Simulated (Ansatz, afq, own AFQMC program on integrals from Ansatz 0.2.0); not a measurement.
# Where AFQMC and coupled cluster stand for V, quartet

A free V atom.

Basis def2-SVP. Only valence electrons are correlated. Integrals, coupled cluster, full CI and functionals: Ansatz 0.2.0; the random walks run on the same integrals in our own AFQMC program. The CISD trial takes its coefficients from CCSD amplitudes. Released means that phaseless walkers are propagated on without the constraint, phases kept. Free projection: walkers drawn from exp(T), propagated without any constraint. Its projection time is finite, and what remains of the start isn't in its error. Uncertainties: one standard error, sampling alone. The metal's outer-core s and p shells are frozen, which shifts wave-function levels against functionals.

Determinant: UHF, the one that the program's search chose, which needn't be the lowest solution.

Full CI on the same integrals is exact in this basis and with this determinant's frozen core.

Cautions: no relativity below Rb; outer-core shells of the metal frozen.

```
T1 diagnostic                               : 0.0216
weight of the determinant in the CISD state : 0.926
⟨S²⟩ of the determinant                     : 3.763
size of the correlated space                : 5 electrons in 22 orbitals
```

Task: Estimate: order these by the size of their error in total energy against full CI, smallest first.
A. phaseless AFQMC with a CISD trial
B. CCSD
C. MP2
D. CCSDTQ

Result: D (0.0 kJ/mol), A (0.8 ± 0.08 kJ/mol), B (4.1 kJ/mol), C (41.8 kJ/mol).

Reference: full CI, correlation energy -1.456 eV.
